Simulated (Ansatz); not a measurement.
## Worked example: HCCl, triplet against HCCl, singlet

Geometry (PBE0/def2-TZVP stationary point of a singlet), kept for both states (HCCl, singlet: A'; HCCl, triplet: A''):

```xyz
3

C     0.0000   -0.1595    1.2148
Cl    0.0000    0.0287   -0.4563
H     0.0000    0.8931    1.5728
```

Basis cc-pVDZ; Ansatz 0.2.0. Correlated methods freeze the noble-gas cores. Prefix R: restricted or restricted open-shell reference; prefix U: unrestricted.

Full CI isn't at hand for all of this; UCCSDTQ serves as the reference, and is uncertain by about the last step of the cluster series.

Unrestricted rows (U, and Kohn–Sham where it breaks symmetry) aren't spin-pure: their determinants' ⟨S²⟩ exceeds S(S+1) by up to 0.60, so they mix in states of higher spin.

| level | E(HCCl, singlet) (hartree) | E(HCCl, triplet) (hartree) |
| --- | --- | --- |
| UHF | -497.837474 | -497.836579 |
| UMP2 | -498.071187 | -498.060735 |
| UCCSD(T) | -498.112465 | -498.094715 |
| PBE | -498.532827 | -498.516190 |
| PBE0 | -498.573734 | -498.559257 |
| UCCSDTQ | -498.115345 | -498.096022 |

Question: Give the vertical gap, HCCl triplet less HCCl singlet, at each level in eV (1 hartree = 27.2114 eV), and each error against UCCSDTQ.

Answer: UCCSDTQ: (-498.096022 − (-498.115345)) × 27.2114 = 0.526 eV (the reference)
PBE0: (-498.559257 − (-498.573734)) × 27.2114 = 0.394 eV, error -0.132 eV
PBE: (-498.516190 − (-498.532827)) × 27.2114 = 0.453 eV, error -0.073 eV
UCCSD(T): (-498.094715 − (-498.112465)) × 27.2114 = 0.483 eV, error -0.043 eV
UMP2: (-498.060735 − (-498.071187)) × 27.2114 = 0.284 eV, error -0.242 eV
UHF: (-497.836579 − (-497.837474)) × 27.2114 = 0.024 eV, error -0.502 eV

Total energies of functionals can't be set beside those of wave-function methods, since they hold the core's correlation and their own absolute errors; only the differences compare.

In so small a basis the reference is far from its limit while semilocal and hybrid functionals are nearer theirs, so the functionals' errors here hold much of the reference's basis and frozen-core error, which can add to them or hide them.

Each level lands on the state that its own search finds. T1 diagnostics of restricted CCSD: 0.021 and 0.030.
